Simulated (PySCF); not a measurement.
## Electric field gradients and quadrupole coupling constants

Lithium fluoride, LiF.
Z-matrix (Å and degrees, PBE0-D3(BJ)/def2-SVP geometry), rows numbered from 1:
```
Li
F   1  1.5329
```

Field gradients from the PBE0/pcSseg-1 density (PySCF, non-relativistic), principal values in atomic units, ordered |Vxx| ≤ |Vyy| ≤ |Vzz|:

```
atom     Vxx     Vyy      Vzz
 Li1  0.0261  0.0261  -0.0523
```

Find the asymmetry η = (Vxx − Vyy)/Vzz and the couplings χ = eQV/h (234.96 MHz × Q in barn × V in au), with Q(7Li) = −0.04 b.

```tsv
atom	environment	nucleus	η	χzz (MHz)	χxx (MHz)	χyy (MHz)
Li1	lithium bonded to F	7Li	0.00	0.491	-0.246	-0.246
```

The gradient is axial or nearly so (η below 0.05) at Li1. 

What is Vzz at Li1 in SI units (1 au = 9.71736 × 10²¹ V/m²)?

-0.0523 au = -0.508 × 10²¹ V/m².

And the gradient at the other heavy atoms, for which no coupling is worked out here?

```tsv
atom	environment	Vzz (au)	η
F2	fluorine bonded to Li	-0.184	0.00
```

Isolated species at its PBE0-D3(BJ)/def2-SVP geometry, gas phase. The basis is small and wasn't made for field gradients, so the couplings can be 20 % off.
